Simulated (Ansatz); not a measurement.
Structural energy differences of rhenium

Level of theory: DFT, LDA (PW92), plane waves (420 eV) with PAW, scalar-relativistic in Ansatz. (PAW data from PBE, frozen cores regenerated.)

Each structure is relaxed within its own symmetry, so a high-lying one may be dynamically unstable.

| structure | ΔE (meV/atom) | V (Å³/atom) | cell | magnetic state |
| --- | --- | --- | --- | --- |
| dhcp | -1 | 14.33 | a = 2.739 Å, c = 8.820 Å (c/a = 3.220) | spin not included |
| hcp | 0 | 14.33 | a = 2.739 Å, c = 4.412 Å (c/a = 1.611) | spin not included |
| fcc | 71 | 14.38 | a = 3.860 Å | spin not included |
| omega (AlB2-type) | 186 | 14.56 | a = 4.319 Å, c = 2.704 Å (c/a = 0.626) | spin not included |
| A15 | 196 | 14.56 | a = 4.883 Å | spin not included |
| bcc | 335 | 14.46 | a = 3.070 Å | spin not included |
| simple cubic | 1438 | 16.38 | a = 2.539 Å | spin not included |
| diamond | 1805 | 21.50 | a = 5.562 Å | spin not included |

ΔE counts from hcp.

Differences under about 8 meV lie within the error of the k-point mesh.
